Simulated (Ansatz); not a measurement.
# CH₄MgO: single points off equilibrium

Aim: energy, forces and dipole at a structure displaced at random from a GFN2-xTB minimum, from CCSD(T) and from density functionals.

The runs use Ansatz 0.2.0, Gaussian basis; single points in def2-TZVPP.

Correlated methods freeze the cores. The outer core shell of Li, Na, Mg and K is correlated.

### 1 Where the work starts

SMILES `C[O][MgH]`, 7 atoms, charge 0, spin multiplicity 1.

Atoms are counted from 1 here; the program's logs count them from 0.

Bond lengths: C1–O2 1.534 Å, C1–H4 1.001 Å, C1–H5 0.754 Å, C1–H6 1.017 Å, O2–Mg3 1.666 Å, Mg3–H7 1.366 Å. Angles: O2–C1–H4 106.8°, O2–C1–H5 115.5°, O2–C1–H6 115.1°, H4–C1–H5 103.6°, H4–C1–H6 98.5°, H5–C1–H6 114.6°, C1–O2–Mg3 174.8°, O2–Mg3–H7 170.7°.

As a file:

```mol
CH4MgO
  3D, bonds by distance, orders not assigned

  7  6  0  0  0  0  0  0  0  0999 V2000
   -0.5860    0.9957   -0.0111 C   0  0
    0.1795   -0.3300    0.0793 O   0  0
    1.1214   -1.6944    0.2452 Mg  0  0
   -0.7321    1.1795   -0.9845 H   0  0
   -0.2112    1.6044    0.2300 H   0  0
   -1.5592    0.9535    0.2821 H   0  0
    2.0020   -2.7376    0.2030 H   0  0
  1  2  8  0
  1  4  8  0
  1  5  8  0
  1  6  8  0
  2  3  8  0
  3  7  8  0
M  END
```

### 2 CCSD(T)/def2-TZVPP

File run/in.yaml:

```yaml
crystal:
  periodic: [false, false, false]
  atoms:
    - {symbol: C, position_ang: [-0.586000, 0.995700, -0.011100]}
    - {symbol: O, position_ang: [0.179500, -0.330000, 0.079300]}
    - {symbol: Mg, position_ang: [1.121400, -1.694400, 0.245200]}
    - {symbol: H, position_ang: [-0.732100, 1.179500, -0.984500]}
    - {symbol: H, position_ang: [-0.211200, 1.604400, 0.230000]}
    - {symbol: H, position_ang: [-1.559200, 0.953500, 0.282100]}
    - {symbol: H, position_ang: [2.002000, -2.737600, 0.203000]}
basis:
  gaussian: {orbitals: def2-TZVPP}
correlation: {method: ccsd_t}
output: {forces: true}
```

No record of the launch command was kept for these runs.

### 3 PBE0-D4/def2-TZVPP

Edit run/in.yaml of step 2 so:

```diff
@@ -12,3 +12,3 @@
   gaussian: {orbitals: def2-TZVPP}
-correlation: {method: ccsd_t}
-output: {forces: true}
+hamiltonian: {xc: pbe0, dispersion: d4}
+output: {forces: true, orbitals: {seedname: orbitals}}
```

### 4 wB97M-V/def2-TZVPP

Edit run/in.yaml of step 3 so:

```diff
@@ -12,3 +12,3 @@
   gaussian: {orbitals: def2-TZVPP}
-hamiltonian: {xc: pbe0, dispersion: d4}
-output: {forces: true, orbitals: {seedname: orbitals}}
+hamiltonian: {xc: {name: wB97M-V}}
+output: {forces: true}
```

### 5 r2SCAN-D4/def2-TZVPP

Edit run/in.yaml of step 4 so:

```diff
@@ -12,3 +12,3 @@
   gaussian: {orbitals: def2-TZVPP}
-hamiltonian: {xc: {name: wB97M-V}}
+hamiltonian: {xc: r2scan, dispersion: d4}
 output: {forces: true}
```

### 6 PBE-D4/def2-TZVPP

Edit run/in.yaml of step 5 so:

```diff
@@ -12,3 +12,3 @@
   gaussian: {orbitals: def2-TZVPP}
-hamiltonian: {xc: r2scan, dispersion: d4}
+hamiltonian: {xc: pbe, dispersion: d4}
 output: {forces: true}
```

### 7 BLYP-D4/def2-TZVPP

Edit run/in.yaml of step 6 so:

```diff
@@ -12,3 +12,3 @@
   gaussian: {orbitals: def2-TZVPP}
-hamiltonian: {xc: pbe, dispersion: d4}
+hamiltonian: {xc: {name: BLYP}, dispersion: d4}
 output: {forces: true}
```

### 8 B97M-V/def2-TZVPP

Edit run/in.yaml of step 7 so:

```diff
@@ -12,3 +12,3 @@
   gaussian: {orbitals: def2-TZVPP}
-hamiltonian: {xc: {name: BLYP}, dispersion: d4}
+hamiltonian: {xc: {name: B97M-V}}
 output: {forces: true}
```

(Steps that only read results are left out.)

Before running it: what results should come out? Wanted: energy less free atoms, CCSD(T)/def2-TZVPP; RMS force component; RMS force error; HOMO and LUMO, PBE0-D4; T1 diagnostic.

The runs gave:

```
                                  quantity                                                                                          value
energy less free atoms, CCSD(T)/def2-TZVPP                                                                                -390.6 kcal/mol
                       RMS force component                                                         10.204 to 10.427 eV/Å over the methods
                           RMS force error  PBE0-D4 0.097, wB97M-V 0.105, r2SCAN-D4 0.102, PBE-D4 0.141, BLYP-D4 0.274, B97M-V 0.160 eV/Å
                    HOMO and LUMO, PBE0-D4                                                                             -7.26 and -0.18 eV
                             T1 diagnostic                                                                                          0.011
```

**Reading.** Against CCSD(T) the functionals' energies less atoms differ by -19.4 to -8.5 kcal/mol, PBE-D4 by -18.1 kcal/mol. A larger basis would deepen the CCSD(T) value, while the functionals are nearly converged already, so the order here is not reliable. The forces of PBE0-D4 come nearest to CCSD(T), those of BLYP-D4 are farthest. Frozen-core CCSD(T) forces in triple zeta carry basis errors of their own, and this is one geometry, so small gaps rank nothing.
